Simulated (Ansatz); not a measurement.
## Counterpoise correction, worked out

The pair of H2S (SMILES S, atoms 1–3) and CH3F (SMILES CF, atoms 4–8), both closed shells, in one local arrangement (a lower one may exist), relaxed at PBE0-D4/def2-TZVP:

```csv
atom,x (Å),y (Å),z (Å)
S1,-0.2115,0.5467,-2.4538
H2,-0.4813,-0.4164,-1.5569
H3,1.0160,0.0609,-2.6909
C4,-0.0445,0.0144,1.3753
F5,-0.4635,-1.0794,0.6400
H6,-0.8457,0.3066,2.0567
H7,0.1842,0.8314,0.6882
H8,0.8463,-0.2641,1.9414
```

Ansatz 0.2.0; basis: def2-TZVPPD; cores frozen in the correlated methods.

CCSD(T) total energies in eV:

| system | geometry | basis functions | energy |
| --- | --- | --- | --- |
| pair | pair | all | -14653.47242 |
| H2S | as in the pair | all (partner as ghosts) | -10855.54145 |
| CH3F | as in the pair | all (partner as ghosts) | -3797.84885 |
| H2S | as in the pair | its own | -10855.52958 |
| CH3F | as in the pair | its own | -3797.84179 |
| H2S | free (PBE0-D4 minimum) | its own | -10855.52983 |
| CH3F | free (PBE0-D4 minimum) | its own | -3797.83982 |

**Question.** Work out the interaction energy with and without the counterpoise correction, the superposition error, and the binding energy from the relaxed fragments.

**Answer.** Without correction: -14653.47242 − (-10855.52958) − (-3797.84179) = -0.10105 eV.
With correction (each fragment in the whole basis): -14653.47242 − (-10855.54145) − (-3797.84885) = -0.08212 eV = -1.89 kcal/mol.
The superposition error is the difference, 0.01893 eV, 19 % of the uncorrected value: each fragment borrows its partner's functions.
Deformation from the free shapes: 0.00025 eV for H2S and -0.00197 eV for CH3F (a small negative value is possible, since the free shapes are minima of another method).
Binding energy from relaxed fragments: -0.08212 + 0.00025 + (-0.00197) = -0.08384 eV = -1.93 kcal/mol (electronic, without zero-point energy; negative means bound). For comparison, the corrected interaction energy by CCSD(T) at an estimated basis limit (MP2 extrapolated from triple and quadruple zeta, plus CCSD(T) − MP2 in triple zeta) is -0.095 eV; triple zeta with the correction binds less.

T1 diagnostic: at most 0.011.

For scale, one of the runs: CCSD(T)/def2-TZVPPD, 213 basis functions, launched by `ansatz run in.yaml --threads 4 --pin off --events-out ev --progress --plain --max-ram 9574MiB`. Time: 48 s of wall clock on 4 CPU threads of an Arm Neoverse V1; the host was shared. Peak host memory: 3 GiB.
